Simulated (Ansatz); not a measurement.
Write a Python script for Ansatz 0.2.0, Python API that makes a geometry optimisation of C₃H₃ClF₂, SMILES C=CC(F)(F)Cl. Use: PBE, def2-SVP basis, multiplicity 1.

```xyz
9

C    -0.2853   -1.4301   -0.3151
C    -0.0394   -0.1001   -0.5589
C     0.2562    0.9363    0.4647
F     0.4583    0.4022    1.7177
F     1.4982    1.4925    0.1967
Cl   -0.9552    2.2119    0.4862
H    -0.5184   -2.0634   -1.1424
H    -0.3331   -1.7696    0.6760
H     0.0072    0.2740   -1.5419
```

`opt_c3h3clf2.py`
```python
from dataclasses import dataclass
import itertools
import warnings

import ansatz
from ase.data import atomic_numbers, covalent_radii
import numpy as np


@dataclass
class RunConfig:
    basis: str = 'def2-SVP'
    functional: str = 'PBE'


opts = RunConfig()

GEOMETRY = '''
C    -0.28530   -1.43010   -0.31510
C    -0.03940   -0.10010   -0.55890
C     0.25620    0.93630    0.46470
F     0.45830    0.40220    1.71770
F     1.49820    1.49250    0.19670
Cl   -0.95520    2.21190    0.48620
H    -0.51840   -2.06340   -1.14240
H    -0.33310   -1.76960    0.67600
H     0.00720    0.27400   -1.54190
'''


def main() -> None:
    warnings.simplefilter('ignore', ansatz.DeckWarning)

    c3h3clf2 = ansatz.Crystal.molecule()
    for line in GEOMETRY.strip().splitlines():
        symbol, *xyz = line.split()
        c3h3clf2 = c3h3clf2.atom(symbol, [float(v) for v in xyz])

    job = (
        c3h3clf2.calculation()
        .basis(gaussian=opts.basis)
        .functional(opts.functional)
    )
    symbols = [site.symbol for site in c3h3clf2.cartesian_sites]
    start = np.array([site.position_ang for site in c3h3clf2.cartesian_sites], dtype=float)
    def progress(event):
        if event['event'] == 'relax_step':
            row = event['data']
            print(f'step {row["step"]:3d}  E = {row["lagrangian_ev"]:.6f} eV  largest force component {row["allowed_force_max_ev_ang"]:.4f} eV/A')


    data = job.relax(force_tolerance=0.01).session().plan().execute(on_event=progress).report
    end = np.array(data['positions_ang'])

    for key in ('converged', 'free_energy_ev', 'reference_energy_ev', 'n_frozen', 'n_occupied', 'n_virtual'):
        print(f'{key:22s} {data[key]}')

    radius = [covalent_radii[atomic_numbers[s]] for s in symbols]
    span = lambda where, i, j: np.linalg.norm(where[i] - where[j])
    bonded = [(i, j) for i, j in itertools.combinations(range(len(symbols)), 2) if min(span(start, i, j), span(end, i, j)) < 1.2 * (radius[i] + radius[j])]
    print('pair        before    after (A)')
    for i, j in bonded:
        print(f'{symbols[i]}{i}-{symbols[j]}{j}'.ljust(10), f'{span(start, i, j):8.4f} {span(end, i, j):8.4f}')


if __name__ == '__main__':
    main()
```

```console
$ python opt_c3h3clf2.py
step   1  E = -21090.634911 eV  largest force component 3.4100 eV/A
step   2  E = -21090.834598 eV  largest force component 1.0097 eV/A
step   3  E = -21090.858700 eV  largest force component 0.7159 eV/A
step   4  E = -21090.867680 eV  largest force component 0.9258 eV/A
step   5  E = -21090.899205 eV  largest force component 0.1307 eV/A
step   6  E = -21090.900123 eV  largest force component 0.0539 eV/A
step   7  E = -21090.900122 eV  largest force component 0.0620 eV/A
step   8  E = -21090.900304 eV  largest force component 0.0097 eV/A
converged              True
free_energy_ev         -21090.90033030805
reference_energy_ev    -21090.90033030805
n_frozen               0
n_occupied             [28, 28]
n_virtual              [75, 75]
pair        before    after (A)
C0-C1        1.3743   1.3413
C0-H6        1.0676   1.1003
C0-H7        1.0487   1.1007
C1-C2        1.4864   1.4997
C1-H8        1.0528   1.1015
C2-F3        1.3770   1.3506
C2-F4        1.3870   1.3556
C2-Cl5       1.7593   1.8162
```

Total energies depend on the basis set; only differences at equal settings carry meaning. The end point is the stationary point reached from this start; no frequency run checks that it is a minimum, and the basis set is modest. It ran for 16 s on 1 thread of Intel(R) Xeon(R) 6975P-C (Granite Rapids), on a shared host, peak memory 0.22 GiB.

(Lines on the test bed's own set-up are left out of the output.)
